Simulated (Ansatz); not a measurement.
## How far each method lies from full CI for SiH⁻, singlet

Geometry: that of the SiH⁻, triplet, kept fixed. The triplet lies 0.7 eV lower here.

```
atom   x (Å)   y (Å)   z (Å)
  Si  0.0000  0.0000  0.0000
   H  0.0000  0.0000  1.5594
```

Basis aug-cc-pVDZ; Ansatz 0.2.0. Only valence electrons are correlated (noble-gas cores frozen), which leaves 6 electrons in 31 orbitals. Prefix R: restricted or restricted open-shell reference; prefix U: unrestricted. Active spaces: valence = (6e, 5o) chosen from the atoms' valence shells.

Full CI is exact within this basis and frozen core; it isn't the basis-set limit. The frozen core follows each run's orbitals, which can shift R against U totals by a few meV.

The determinant fills πx and πy unequally, so it is a mixture of Σ and Δ, which weighs on every level built on one determinant.

* UHF ⟨S²⟩: 1.037
* T1 diagnostic (RCCSD): 0.0140
* largest doubles amplitude (RCCSD): 0.143

```
      level  E − E(full CI) (mEh)  share of correlation (%)  wall time
        RHF                134.53                      0.00          –
       UHF†                 96.75                         –          –
       RMP2                 38.94                     71.06          –
      UMP2†                 16.04                         –          –
       CISD                 18.86                     85.98      3.6 s
      RCCSD                 11.21                     91.67          –
    UCCSD*†                -10.54                         –          –
   RCCSD(T)                  6.11                     95.46      3.9 s
 UCCSD(T)*†                -15.63                         –       19 s
    BCCD(T)                  6.15                     95.43      4.8 s
    RCCSDT*                  1.20                     99.11          –
   UCCSDT*†                -23.35                         –          –
 RCCSDT(Q)*                 -0.28                    100.21      8.5 s
UCCSDT(Q)*†                -25.38                         –       33 s
   RCCSDTQ*                  0.03                     99.98       76 s
```

An asterisk marks runs whose energy the program itself flagged as in doubt. A dagger marks rows that describe another state than the reference (another or a broken symmetry, a higher spin or other natural occupations), so the difference holds a gap between states beside the method's error.

The correlation energy at full CI, counted from RHF, is -3.661 eV. That run took 86 s on 1 thread of AMD EPYC, shared host over 5,065,957 determinants.

Run but not shown, since their state, orbitals or frozen core can't be matched to the reference's or they repeat it: CASSCF (valence space), NEVPT2 (valence space), NEVPT4(SD) (valence space), MRCISD (valence space), MRCISD+Q (valence space).

Times hold each run's SCF and search for its determinant on a shared host, so for small cases they say little of a method's own cost; they ran on 1 thread of AMD EPYC.

More than 5 meV below full CI, which no variational method can be: RCCSDT(Q).

Unrestricted levels hold only the spin's projection, and here they fall towards a lower state of higher spin.

The full-CI state has the irrep A1 of C2v, in the program's axes (one component, if the state is degenerate).

Natural occupations of full CI about the gap: 1.948 1.906 0.976 0.961 0.041 0.026 0.025 0.024 0.016 0.016; effectively unpaired electrons, Σ n²(2−n)², 2.06. No single determinant describes this state well, so single-reference rows can miss without a flag.
